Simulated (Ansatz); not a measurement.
C₂HCl₃, SMILES `ClC=C(Cl)Cl`. Charge 0, multiplicity 1. Geometry: relaxed with PBE0-D4/def2-TZVP.

```xyz
6

Cl   -0.357   -2.109    0.062
C     0.408   -0.593   -0.036
C    -0.238    0.567    0.019
Cl   -1.925    0.712    0.195
Cl    0.630    2.041   -0.090
H     1.482   -0.618   -0.149
```

**Question.** What is the dipole moment at r2SCAN/def2-TZVPP? (Best estimate.)

**Answer.** Computed: 0.80 D, with components (0.79, -0.03, -0.08) D in this frame, pointing from negative to positive charge.

**Question.** And with PBE, B3LYP, ωB97M-V? (Estimate.)

**Answer.** The calculation gave: PBE 0.73 D, B3LYP 0.79 D, ωB97M-V 0.82 D.

**Question.** Give the Mulliken charges with r2SCAN, ωB97M-V, PBE in def2-TZVPP. (Best estimate.)

**Answer.** Computed: 
| atom | r2SCAN | ωB97M-V | PBE |
| --- | --- | --- | --- |
| Cl1 | -0.06 | -0.02 | -0.05 |
| C2 | -0.02 | -0.08 | -0.06 |
| C3 | 0.06 | 0.00 | 0.05 |
| Cl4 | -0.04 | 0.00 | -0.03 |
| Cl5 | -0.06 | -0.02 | -0.04 |
| H6 | 0.12 | 0.13 | 0.12 |

B3LYP here is the variant with VWN-RPA as its local correlation; programs differ in this.
